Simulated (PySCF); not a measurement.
# Which determinant of Mg₂ lies lowest?

Unrestricted PBE0; basis Mg def2-TZVPP; no relativity; PySCF 2.14. Outer shells of the fragments: Mg 3s2; Mg 3s2.

Followed along the bond (rough minima from three points):

```
2Ms+1  unpaired  ⟨S²⟩ at the start  R at minimum (Å)  Te (eV)
    1      none               0.00              3.63     0.00
    3  σ ↑, π ↑               2.03              2.77     1.46
    3      σ ↑↑               2.00              3.02     1.55
    1  σ ↑, π ↓               1.04              2.75     1.68
```

Solutions found at the starting distance of 2.710 Å, counted from the lowest of them; the search is not exhaustive and high or unbound solutions are not listed, so other states can lie among these:

| 2Ms+1 | unpaired | term | E (eV) | ⟨S²⟩ | ⟨Lz²⟩ |
| --- | --- | --- | --- | --- | --- |
| 1 | none | ¹Σ⁺ | 0.00 | 0.00 | 0.00 |
| 3 | σ ↑, π ↑ | ³Π | 1.05 | 2.03 | 1.01 |
| 1 | σ ↑, π ↓ | mixed | 1.27 | 1.04 | 1.01 |
| 3 | σ ↑↑ | ³Σ⁺ | 1.28 | 2.00 | 0.00 |
| 3 | π ↑↑ | ³Σ⁻ | 3.06 | 2.01 | 0.00 |
| 1 | π ↑↓ | mixed | 3.19 | 1.01 | 2.03 |
| 1 | none | mixed | 3.67 | 0.00 | 2.00 |
| 3 | π ↑↑ | mixed | 4.50 | 2.01 | 2.01 |

A term symbol is given only where ⟨S²⟩ and ⟨Lz²⟩ are close to those of a pure state; real π, δ and φ orbitals otherwise mix terms, and g/u labels are left off.

Problem. Compare the gap between the two lowest followed solutions at the starting distance with the gap between their minima.

Solution. At PBE0 the second solution (triplet, unpaired electrons σ ↑, π ↑) lies +1.05 eV from the first (singlet, closed shell) at 2.710 Å and +1.46 eV at the minima; the two curves relax by different amounts, since their minima lie near 2.77 and 3.63 Å.

Counting both spins, an empty level lies below a filled one in some of these solutions, because spin and occupation are held.
